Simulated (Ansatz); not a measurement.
Species, as SMILES: [O]F (O-F), doublet.
Atoms: O1, F2. Bonds: O1-F2.

Basis-set convergence of the optimised O1-F2 bond length at CCSD(T) with Ansatz (a first-principles code). The reference of a correlated method is not its basis-set limit, which lies further on. All functions are spherical. Cores are frozen. Open shells are unrestricted. No added dispersion term, no relativity. Reference: the value in def2-QZVPP, 1.3519 Å. Deviations are taken from unrounded values.

| basis | functions |
|---|---|
| def2-SVP | 28 |
| pcseg-2 | 60 |
| def2-TZVPP | 62 |
| cc-pCVTZ | 86 |
| def2-QZVPP | 114 |

Task: Which is the smallest set listed that can be trusted to 0.003 Å here, that is, within that of the reference together with its larger relatives (same family, alike in diffuse functions; a set with none to test it counts only in the reference's own line)?

Result: The smallest set listed that lies within 0.003 Å of the reference with all its larger relatives (same family, alike in diffuse functions; a set with none counts only in the reference's own line) is def2-QZVPP (114 functions, 0.0000 Å off). Value minus reference: def2-SVP 0.0069, pcseg-2 0.0070, def2-TZVPP 0.0048, cc-pCVTZ 0.0036, def2-QZVPP 0.0000 Å.
